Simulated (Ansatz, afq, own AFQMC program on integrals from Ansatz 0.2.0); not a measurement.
# CH5Al, singlet: AFQMC among the cluster methods

```csv
atom,x (Å),y (Å),z (Å)
Al,0.0000,0.0002,0.6566
C,0.0000,-0.0066,-1.2942
H,0.0000,1.3841,1.4409
H,0.0000,-1.3526,1.4928
H,0.0000,-1.0105,-1.7238
H,-0.8749,0.5268,-1.6821
H,0.8749,0.5268,-1.6821
```

Basis cc-pVDZ. Only valence electrons are correlated. Ansatz 0.2.0 and our own AFQMC program on the same integrals; the CISD trial comes from CCSD amplitudes, and released means the phaseless constraint is let go. ± is one standard error of the sampling.

Determinant: RHF, the one that the program's search chose, which needn't be the lowest solution. The geometry is a PBE0/def2-TZVP stationary point of this or a neighbouring charge and spin state.

No full CI on the walks' own integrals is used here; CCSDT(Q) serves as the reference and is uncertain by about the last step of the cluster series.

Cautions: the released energies are still falling, so no released level is given (meV from the phaseless value at times in 1/Eh: 14 ± 11 at 0.24, 10 ± 10 at 0.51, 5 ± 10 at 0.99, -14 ± 15 at 1.62, -42 ± 20 at 2.40).

* T1 diagnostic: 0.0085
* weight of the determinant in the CISD state: 0.888
* size of the correlated space: 12 electrons in 51 orbitals

Reference: CCSDT(Q), correlation energy -7.176 eV.

```json
{"level": "HF", "E − E(reference) (kJ/mol)": "692.4", "share of correlation (%)": "0.00"}
{"level": "MP2", "E − E(reference) (kJ/mol)": "112.7", "share of correlation (%)": "83.72"}
{"level": "CCSD", "E − E(reference) (kJ/mol)": "17.7", "share of correlation (%)": "97.44"}
{"level": "CCSD(T)", "E − E(reference) (kJ/mol)": "2.6", "share of correlation (%)": "99.62"}
{"level": "CCSDT", "E − E(reference) (kJ/mol)": "0.8", "share of correlation (%)": "99.89"}
{"level": "ph-AFQMC/HF", "E − E(reference) (kJ/mol)": "-10.3 ± 4.8", "share of correlation (%)": "101.49"}
{"level": "ph-AFQMC/CISD", "E − E(reference) (kJ/mol)": "-0.1 ± 1.1", "share of correlation (%)": "100.01"}
```

A walk keeps the symmetry of its determinant, which the program's search chose and which needn't be the lowest solution, so a lower state of the same spin and another symmetry isn't excluded.
